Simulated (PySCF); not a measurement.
Job file and geometry (Å, from PBE0-D3(BJ)/def2-SVP) of an NMR shielding run on `CP(C)(=O)O`, C₂H₇O₂P, GIAO PBE0/pcSseg-1 NMR shielding, non-relativistic, gas phase in PySCF 2.14.0, density-fitted response routines; density fitting, a coarse starting grid and PySCF grid level 2 are the driver's defaults:

```
$ OMP_NUM_THREADS=1 python probes_run.py task.json out

{"job": {"kind": "nmr", "xc": "PBE0", "basis": "pcSseg-1"}, "charge": 0, "multiplicity": 1}
C      1.037422    -0.114115    -1.294310
P      0.329979     0.207405     0.335064
C     -1.121347    -0.857521     0.485156
O      1.290520     0.132840     1.470662
O     -0.328108     1.694572     0.145357
H      0.299965     0.057156    -2.090848
H      1.889161     0.566355    -1.433834
H      1.402247    -1.150048    -1.338937
H     -1.595483    -0.654747     1.455805
H     -1.842681    -0.663366    -0.320894
H     -0.809425    -1.911435     0.459578
H      0.003078     2.260985     0.854641
```

Question: What does the program print?

Answer: 
```
coarse grid: 10312 points
cycle   1  E = -571.6074435240  dE =  7.151e-01  |g| = 1.055e+00  |ddm| = 3.062e+00
cycle   2  E = -571.1508467460  dE =  4.566e-01  |g| = 1.846e+00  |ddm| = 2.948e+00
cycle   3  E = -571.7966085070  dE = -6.458e-01  |g| = 3.094e-01  |ddm| = 2.309e+00
cycle   4  E = -571.8152083131  dE = -1.860e-02  |g| = 7.411e-02  |ddm| = 2.783e-01
cycle   5  E = -571.8159330850  dE = -7.248e-04  |g| = 2.954e-02  |ddm| = 5.821e-02
cycle   6  E = -571.8161224706  dE = -1.894e-04  |g| = 3.730e-03  |ddm| = 2.278e-02
cycle   7  E = -571.8161252862  dE = -2.816e-06  |g| = 7.113e-04  |ddm| = 3.459e-03
final grid: 94368 points
cycle   8  E = -571.8660237711  dE = -1.541e-05  |g| = 1.046e-02  |ddm| = 1.928e-02
cycle   9  E = -571.8659940507  dE =  2.972e-05  |g| = 1.622e-02  |ddm| = 2.079e-02
cycle  10  E = -571.8660450730  dE = -5.102e-05  |g| = 2.236e-03  |ddm| = 1.398e-02
cycle  11  E = -571.8660460081  dE = -9.350e-07  |g| = 2.993e-04  |ddm| = 1.829e-03
cycle  12  E = -571.8660460209  dE = -1.285e-08  |g| = 1.329e-04  |ddm| = 2.850e-04
cycle  13  E = -571.8660460242  dE = -3.256e-09  |g| = 1.664e-05  |ddm| = 1.095e-04
cycle  14  E = -571.8660460243  dE = -6.423e-11  |g| = 4.574e-06  |ddm| = 1.726e-05
converged SCF energy = -571.8660460243

GIAO shielding tensors (ppm)
atom      isotropic    diamagn.    paramagn.     s11        s22        s33       span
  0 C      165.329     258.311     -92.982    153.647    154.020    188.321     34.674
  1 P      273.849     964.667    -690.819    193.957    226.655    400.934    206.977
  2 C      165.074     258.503     -93.429    152.791    154.124    188.306     35.515
  3 O      169.222     396.344    -227.122    116.729    119.034    271.901    155.172
  4 O      217.911     393.249    -175.337    147.899    216.563    289.272    141.373
  5 H       30.093      31.368      -1.275     26.639     28.202     35.439      8.801
  6 H       29.871      29.581       0.290     26.511     27.429     35.674      9.163
  7 H       30.094      30.748      -0.654     26.705     28.063     35.513      8.808
  8 H       29.880      30.088      -0.208     26.550     27.431     35.658      9.107
  9 H       30.096      31.534      -1.438     26.634     28.207     35.447      8.813
 10 H       30.079      30.980      -0.901     26.688     28.078     35.471      8.784
 11 H       29.172      30.813      -1.640     22.911     24.494     40.112     17.202
```

Question: Turn these shieldings into chemical shifts. Chemical shifts δ = σref − σ; 13C (184.41 ppm), 1H (31.27 ppm) against TMS; 31P (310.13 ppm) against H3PO4; 17O (334.56 ppm) against H2O, all at this level.

Answer: Averaging equivalent atoms: C 0/2: 19.2; P 1: 36.3; O 3: 165.3; O 4: 116.6; H 11: 2.09; H 5/6/7/8/9/10: 1.25 ppm. Experimental scales use liquid or dissolved standards, which lie at an offset from isolated H2O (liquid H2O: subtract about 36 ppm) and H3PO4.

Size and cost of the density-fitted run: 127 basis functions, 10 s wall time on 1 thread of an Arm Neoverse V1, shared host; peak memory 0.75 GiB.
